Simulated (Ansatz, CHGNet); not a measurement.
For hcp Tc, the machine-learned potential CHGNet-r²SCAN (trained on r²SCAN data) gives:

- lattice parameter a: 2.751 Å
- lattice parameter c: 4.367 Å

**Question.** What does PBE0 (plane waves, PAW; Ansatz, a program for electronic structure) give for the same quantities?

**Answer.** 
- lattice constant a: 2.719 Å (drops by 1.2 %)
- lattice parameter c: 4.347 Å (falls by 0.5 %)

For comparison: lattice constant a 2.741 Å (measured, 293 K, not corrected to a static lattice; as tabulated in Wikipedia's data pages); lattice parameter c 4.399 Å (measured, 293 K, not corrected to a static lattice; as tabulated in Wikipedia's data pages).

Changes are worked out from the printed values.

Unless a cell is named, each level is at its own relaxed cell (CHGNet-r²SCAN 14.31, PBE0 13.92 Å³/atom).

Ansatz's density-functional and Hartree–Fock values are scalar-relativistic unless marked +SOC, with PAW data made under PBE.
